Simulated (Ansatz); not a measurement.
# CH₆OSi (SMILES CO[SiH3]): one structure at several levels

The task here is to estimate one member of a computed series from the others.

Program: Ansatz 0.2.0, Gaussian basis. Level of theory: single points in def2-TZVPP. These are calculated values, not measurements.

Correlated methods freeze the cores. B3LYP uses VWN-RPA correlation.

**The system as given**

SMILES `CO[SiH3]`, 9 atoms, charge 0, spin multiplicity 1.

Atoms are counted from 1 here; the program's logs count them from 0.

Bond lengths: C1–O2 1.466 Å, C1–H4 1.026 Å, C1–H5 1.237 Å, C1–H6 1.005 Å, O2–Si3 1.752 Å, Si3–H7 1.492 Å, Si3–H8 1.507 Å, Si3–H9 1.450 Å. Angles: O2–C1–H4 117.9°, O2–C1–H5 98.7°, O2–C1–H6 108.9°, H4–C1–H5 105.3°, H4–C1–H6 113.8°, H5–C1–H6 111.2°, C1–O2–Si3 125.3°, O2–Si3–H7 96.3°, O2–Si3–H8 116.8°, O2–Si3–H9 105.6°, H7–Si3–H8 119.5°, H7–Si3–H9 113.0°, H8–Si3–H9 105.0°.

Geometry (Å):

```mol
CH6OSi
  3D, bonds by distance, orders not assigned

  9  8  0  0  0  0  0  0  0  0999 V2000
   -0.4568    1.0340   -0.8249 C   0  0
    0.6507    0.1876   -0.3693 O   0  0
    0.5235   -1.0902    0.8233 Si  0  0
   -1.2859    0.5713   -1.2147 H   0  0
    0.1013    1.5689   -1.7903 H   0  0
   -0.6677    1.7070   -0.1091 H   0  0
    1.9371   -1.5555    0.7173 H   0  0
   -0.5985   -2.0794    0.6423 H   0  0
    0.2380   -0.4246    2.0792 H   0  0
  1  2  8  0
  1  4  8  0
  1  5  8  0
  1  6  8  0
  2  3  8  0
  3  7  8  0
  3  8  8  0
  3  9  8  0
M  END
```

Set-up of the first run:

run/in.yaml reads:

```yaml
crystal:
  periodic: [false, false, false]
  atoms:
    - {symbol: C, position_ang: [-0.456800, 1.034000, -0.824900]}
    - {symbol: O, position_ang: [0.650700, 0.187600, -0.369300]}
    - {symbol: Si, position_ang: [0.523500, -1.090200, 0.823300]}
    - {symbol: H, position_ang: [-1.285900, 0.571300, -1.214700]}
    - {symbol: H, position_ang: [0.101300, 1.568900, -1.790300]}
    - {symbol: H, position_ang: [-0.667700, 1.707000, -0.109100]}
    - {symbol: H, position_ang: [1.937100, -1.555500, 0.717300]}
    - {symbol: H, position_ang: [-0.598500, -2.079400, 0.642300]}
    - {symbol: H, position_ang: [0.238000, -0.424600, 2.079200]}
basis:
  gaussian: {orbitals: def2-TZVPP}
correlation: {method: ccsd_t}
output: {forces: true}
```

On the command line:

```sh
$ ansatz run in.yaml --threads 8 --pin off --events-out ev --progress --plain --max-ram 10444MiB
```

Among the steps run: CCSD(T)/def2-TZVPP; PBE0-D4/def2-TZVPP; wB97M-V/def2-TZVPP; r2SCAN-D4/def2-TZVPP; PBE-D4/def2-TZVPP; B3LYP-D4/def2-TZVPP; revPBE-D4/def2-TZVPP.

One table of the session follows, with a row left open; its other results are not shown here.

| method | RMS force component (eV/Å) | angle to CCSD(T) forces (°) | dipole (D) |
| --- | --- | --- | --- |
| CCSD(T) | 1.883 | reference | 1.34 |
| PBE0-D4 | 1.932 | 3.0 | 1.31 |
| wB97M-V | 1.888 | 1.6 | 1.34 |
| r2SCAN-D4 | ? | ? | ? |
| PBE-D4 | 1.851 | 5.0 | 1.21 |
| B3LYP-D4 | 1.863 | 0.9 | 1.33 |
| revPBE-D4 | 1.838 | 5.6 | 1.21 |

Q: Estimate the row for r2SCAN-D4 from the others.

The run gave: RMS force component (eV/Å): 1.879; angle to CCSD(T) forces (°): 1.1; dipole (D): 1.28. In the column «RMS force component (eV/Å)» it lies between B3LYP-D4 (1.863) and CCSD(T) (1.883).

Limits of these values: The reference is not at the basis limit: in triple zeta CCSD(T) underbinds, which counts against methods that bind more; the gaps are no ranking.
